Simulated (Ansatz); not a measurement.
The input, for Ansatz 0.2.0:

```yaml
crystal:
  periodic: [false, false, false]
  atoms:
    - {symbol: Si, position_ang: [0.000000, 0.000000, 2.029236]}
    - {symbol: Al, position_ang: [0.000000, 0.000000, -1.914764]}
    - {symbol: H, position_ang: [0.000000, 1.405470, -2.643414]}
    - {symbol: H, position_ang: [0.000000, -1.405470, -2.643414]}
basis:
  gaussian: {orbitals: "6-31++G**"}
magnetization: {spin_polarized: true, initial_magnetization: 3}
hamiltonian: {xc: {name: r2SCAN}}
correlation: {method: bccd, electrons: outside_noble_gas}
output: {forces: true}
```

```sh
$ ansatz run in.yaml --threads 1 --pin off --events-out ev --progress --plain --max-ram 2393MiB
```

Log:

```
484 factors; integrals over basis functions are off by at most 1.1e-3 eV
mean field evaluation 1: about -14498.6801 eV, gradient 9.6e0 eV
mean field evaluation 2: about -14498.6746 eV, gradient 9.6e0 eV
mean field evaluation 4: about -14498.2563 eV, gradient 8.0e0 eV
mean field evaluation 8: about -14499.6223 eV, gradient 1.7e-1 eV
mean field evaluation 16: about -14499.6228 eV, gradient 3.0e-4 eV
mean field evaluation 32: about -14498.9477 eV, gradient 2.9e-5 eV
mean field evaluation 64: about -14499.6208 eV, gradient 1.3e-1 eV
mean field evaluation 96: about -14495.6097 eV, gradient 1.2e1 eV
mean field -14499.62278557 eV, -532.8513091724 hartree, gradient 4.2e-6 eV, S^2 3.755104; 13 other end points of the search recorded, 0 dependent functions left out
10 core orbitals not correlated: weight in the atoms' cores, before any rotation towards them, 1.000 or more for the frozen orbitals, at most 0.000 for the correlated occupied ones
reference -14471.97434404 eV, -531.8352476871 hartree; 6, 3 occupied and 42, 45 virtual orbitals, 484 factors
second order -2.81693714 eV of doubles, -0.18702247 eV of singles
cycle   1  -3.58045731 eV  change   -5.7e-1 eV  update   6.8e-2
cycle   2  -3.81504876 eV  change   -2.3e-1 eV  update   3.1e-2
cycle   3  -3.83655481 eV  change   -2.2e-2 eV  update   1.2e-2
cycle   4  -3.83640507 eV  change    1.5e-4 eV  update   7.2e-3
cycle   5  -3.83516243 eV  change    1.2e-3 eV  update   3.3e-3
cycle   6  -3.83394176 eV  change    1.2e-3 eV  update   1.6e-3
cycle   7  -3.83390519 eV  change    3.7e-5 eV  update   8.6e-4
cycle   8  -3.83397574 eV  change   -7.1e-5 eV  update   4.1e-4
cycle   9  -3.83392732 eV  change    4.8e-5 eV  update   2.0e-4
cycle  10  -3.83392526 eV  change    2.1e-6 eV  update   6.9e-5
cycle  11  -3.83392779 eV  change   -2.5e-6 eV  update   2.4e-5
cycle  12  -3.83392546 eV  change    2.3e-6 eV  update   1.0e-5
cycle  13  -3.83392285 eV  change    2.6e-6 eV  update   4.6e-6
cycle  14  -3.83392146 eV  change    1.4e-6 eV  update   2.1e-6
cycle  15  -3.83392142 eV  change    3.4e-8 eV  update   1.1e-6
cycle  16  -3.83392185 eV  change   -4.3e-7 eV  update   5.9e-7
cycle  17  -3.83392203 eV  change   -1.8e-7 eV  update   2.5e-7
the calculation of the forces begins
Total energy: -14475.80826607 eV, -531.9761417230 hartree
Atom 0 at     0.000000     0.000000     2.029236 Å, force     0.000000    -0.000000    -0.414641 eV/Å
Atom 1 at     0.000000     0.000000    -1.914764 Å, force     0.000000     0.000000     0.549751 eV/Å
Atom 2 at     0.000000     1.405470    -2.643414 Å, force     0.000000    -0.024784    -0.067555 eV/Å
Atom 3 at     0.000000    -1.405470    -2.643414 Å, force     0.000000     0.024784    -0.067555 eV/Å
Dipole moment:     0.000000     0.000000    -0.262196 e Å
```

Forces (eV/Å):
```
Si   0.000  0.000 -0.415
Al   0.000  0.000  0.550
H    0.000 -0.025 -0.068
H    0.000  0.025 -0.068
```

Ran on 1 thread of Intel Xeon 6975P-C, shared host: 15 s wall, 0.26 GiB peak host memory.
